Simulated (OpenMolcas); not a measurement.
# H2O2 (hydrogen peroxide): levels of theory compared

We compute a comparison of 6 runs (HF/def2-TZVPP, B2PLYP/def2-TZVPP, PBE0/def2-TZVPP, TPSS/def2-TZVPP, r2SCAN/def2-TZVPP, revPBE/def2-TZVPP) of H2O2 (hydrogen peroxide). 

The calculation is run with OpenMolcas 26.06.

1 further run of the same task is left out (set aside as unsound or not needed).

## (1) The molecule

The species is H2O2 (4 atoms), meant as a singlet with charge 0. As SMILES, `OO`. The coordinates come from a PBE0-D4/def2-TZVP relaxation.

Bond lengths: O1–O2 1.426 Å, O1–H3 0.965 Å, O2–H4 0.965 Å. Angles: O1–O2–H4 101.1°, O2–O1–H3 101.1°.

## (2) Energy and gradient at HF/def2-TZVPP (run 1)

File test.input:

```
* H2O2 Hartree-Fock
>>> EXPORT MOLCAS_PRINT=2
&gateway
baslib
$CurrDir
basisset
O.def2-TZVPP....
O1 -0.486800 -0.581100 0.030600 angstrom
O2 0.048300 0.728400 0.206900 angstrom
End of Basis
basisset
H.def2-TZVPP....
H3 0.186400 -1.117000 0.467400 angstrom
H4 0.252100 0.969800 -0.704900 angstrom
End of Basis
&seward
&scf
thresholds
1e-10 1e-07 1e-07 1e-05
prorbitals
1
&alaska
```

The basis set def2-TZVPP is read from a file made from the Basis Set Exchange's data (not shown).

On the command line:

```bash
$ export MOLCAS_MEM=1860
$ pymolcas test.input > test.log
```

Output:

```text
--- Start Module: gateway ---
[...]
--- Stop Module: gateway /rc=_RC_ALL_IS_WELL_ ---
[...]
      Basis functions           90
[...]
--- Start Module: scf ---
[...]
       Convergence after  13 Iterations
[...]
::    Total SCF energy                               -150.8457505031
[...]
      Total spin, S                                     0.0000000000
[...]
      Total electronic charge=   18.000000
      Total            charge=   -0.000000
[...]
      Dipole Moment (debye):
      Origin of the operator (angstrom)=   -0.1933    0.0649    0.1047
                   X=  1.6042E+00               Y= -5.3865E-01               Z= -8.6884E-01           Total=  1.9022E+00
      Quadrupole Moment (debye*angstrom):
[...]
--- Stop Module: scf /rc=_RC_ALL_IS_WELL_ ---
[...]
--- Start Module: alaska ---
[...]
 *              Molecular gradients               *
 **************************************************
  Irreducible representation: a
 ------------------------------------------------------------------------------------------
                              X                       Y                       Z
 ------------------------------------------------------------------------------------------
  O1               -2.86818793783681E-02   -1.00108608203353E-02   -1.64687765716991E-02
  O2                5.34766581938939E-03    1.78555073621771E-02    2.91148433246429E-02
  H3                1.85096732776389E-02   -1.22950292397586E-02    1.15052377102738E-02
  H4                4.82454028133206E-03    4.45038269789588E-03   -2.41513044632353E-02
 ------------------------------------------------------------------------------------------
--- Stop Module: alaska /rc=_RC_ALL_IS_WELL_ ---
[...]
```

It took 7.2 s on 1 thread of Arm Neoverse V2, shared host; peak memory 0.49 GiB.

## (3) A single-point energy at B2PLYP/def2-TZVPP (run 2)

File run.inp:

```
&GATEWAY
BASLIB
$CurrDir
BASISSET
O.def2-TZVPP....
O1 -0.486800 -0.581100 0.030600 angstrom
O2 0.048300 0.728400 0.206900 angstrom
End of Basis
BASISSET
H.def2-TZVPP....
H3 0.186400 -1.117000 0.467400 angstrom
H4 0.252100 0.969800 -0.704900 angstrom
End of Basis
&SEWARD
GRIDINPUT
Grid=UltraFine
End of Grid
&SCF
KSDFT
B2PLYP_SCF
THRESHOLDS
1e-10 1e-07 1e-07 1e-05
PRORBITALS
1
&MBPT2
FROZEN
2
```

The basis set def2-TZVPP is read from a file made from the Basis Set Exchange's data (not shown).

On the command line:

```bash
$ export MOLCAS_MEM=1860
$ pymolcas run.inp > run.log
```

Output:

```text
--- Start Module: gateway ---
[...]
--- Stop Module: gateway /rc=_RC_ALL_IS_WELL_ ---
[...]
      Basis functions           90
[...]
--- Start Module: scf ---
[...]
       Convergence after  12 Iterations
[...]
::    Total KS-DFT energy                            -151.3605404585
[...]
      Total spin, S                                     0.0000000000
[...]
      Total electronic charge=   18.000000
      Total            charge=   -0.000000
[...]
      Dipole Moment (debye):
      Origin of the operator (angstrom)=   -0.1933    0.0649    0.1047
                   X=  1.5610E+00               Y= -5.2415E-01               Z= -8.4545E-01           Total=  1.8510E+00
      Quadrupole Moment (debye*angstrom):
[...]
--- Stop Module: scf /rc=_RC_ALL_IS_WELL_ ---
[...]
--- Start Module: mbpt2 ---
[...]
 ###    WARNING: MP2 implementation intended for RHF references only         ###
 ###############################################################################
MBPT2 WARNING: Reference function according to RunFile:KS-DFT
I'll assume you know what you're doing and continue
WARNING!
Default frozen orbitals as non valence orbitals is overwritten by user input.
Default values:   2
[...]
       Reference weight ( Cref**2 )         =        0.84383
::    Total MBPT2 energy                             -151.9529903010
[...]
      Total MBPT2 calculations                           0.22      0.24
--- Stop Module: mbpt2 /rc=_RC_ALL_IS_WELL_ ---
[...]
```

It took 14 s on 1 thread of Arm Neoverse V2, shared host; peak memory 0.49 GiB.

Runs 3 to 5 aren't shown in full; the table further down has their settings and results.

## (4) Energy and gradient at revPBE/def2-TZVPP (run 6)

File mol.inp:

```
&gateway
 baslib
 $CurrDir
 coord
 4
 angstrom
 O       -0.486800      -0.581100       0.030600
 O        0.048300       0.728400       0.206900
 H        0.186400      -1.117000       0.467400
 H        0.252100       0.969800      -0.704900
 basis
 def2-TZVPP
 group
 NoSym

&seward
 gridinput
 Grid=UltraFine
 End of Grid

&scf
 ksdft
 revPBE
 thresholds
 1e-10 1e-07 1e-07 1e-05
 prorbitals
 1 1

&alaska
```

The basis set def2-TZVPP is read from a file made from the Basis Set Exchange's data (not shown).

On the command line:

```bash
$ export MOLCAS_MEM=1860
$ pymolcas mol.inp > mol.log
```

Output:

```text
--- Start Module: gateway ---
[...]
--- Stop Module: gateway /rc=_RC_ALL_IS_WELL_ ---
[...]
      Basis functions           90
[...]
--- Start Module: scf ---
[...]
       Convergence after  14 Iterations
[...]
::    Total KS-DFT energy                            -151.5774420715
[...]
      Total spin, S                                     0.0000000000
[...]
      Total electronic charge=   18.000000
      Total            charge=   -0.000000
[...]
      Dipole Moment (debye):
      Origin of the operator (angstrom)=   -0.1933    0.0649    0.1047
                   X=  1.4614E+00               Y= -4.9071E-01               Z= -7.9151E-01           Total=  1.7329E+00
      Quadrupole Moment (debye*angstrom):
[...]
--- Stop Module: scf /rc=_RC_ALL_IS_WELL_ ---
[...]
--- Start Module: alaska ---
[...]
 *              Molecular gradients               *
 **************************************************
  Irreducible representation: a
 ------------------------------------------------------------------------------------------
                              X                       Y                       Z
 ------------------------------------------------------------------------------------------
  O1                1.61629473254861E-02    1.73497053658878E-02    7.01927075880304E-03
  O2               -6.86800645195040E-03   -2.04630547904943E-02   -1.20459241204927E-02
  H3               -6.89384628503742E-03    5.68815052374028E-03   -4.19244520132778E-03
  H4               -2.40109458849047E-03   -2.57480109912400E-03    9.21909856298786E-03
 ------------------------------------------------------------------------------------------
--- Stop Module: alaska /rc=_RC_ALL_IS_WELL_ ---
[...]
```

Run time: 19 s. Hardware: 1 thread of Arm Neoverse V2, shared host; peak memory 0.49 GiB.

## (5) The series

```
run              level      task  frozen core orbitals  energy (Eh)  dipole moment (D)  HOMO energy (eV)  LUMO energy (eV)  wall time
  1      HF/def2-TZVPP  gradient                     –  -150.845751               1.90            -13.10              3.62      7.2 s
  2  B2PLYP/def2-TZVPP    energy                     2  -151.520502               1.85            -10.04              1.82       14 s
  3    PBE0/def2-TZVPP  gradient                     –  -151.458013               1.80             -8.13              0.72       17 s
  4    TPSS/def2-TZVPP  gradient                     –  -151.634958               1.76             -6.35             -0.46       25 s
  5  r2SCAN/def2-TZVPP  gradient                     –  -151.542949               1.78             -6.62             -0.23       24 s
  6  revPBE/def2-TZVPP  gradient                     –  -151.577442               1.73             -6.14             -0.61       19 s
```

## (6) Outcome

| quantity | value |
| --- | --- |
| run 6: total energy | -151.57744 Eh |
| run 6: dipole moment | 1.73 D |
| run 6: HOMO energy | -6.14 eV |
| run 6: LUMO energy | -0.61 eV |
| run 6: HOMO–LUMO gap | 5.53 eV |
| run 6: largest force on an atom | 1.272 eV/Å |

The dipole moment (its size) runs from 1.73 D (revPBE/def2-TZVPP) to 1.90 D (HF/def2-TZVPP). The HOMO–LUMO gap runs from 5.53 eV (revPBE/def2-TZVPP) to 16.72 eV (HF/def2-TZVPP). Exact exchange widens orbital gaps. For B2PLYP the log adds the whole second-order term; the table takes 0.27 of it, as the functional is defined. Totals of different functionals can't be ranked against each other. All runs together took 1.8 min, the longest 25 s.
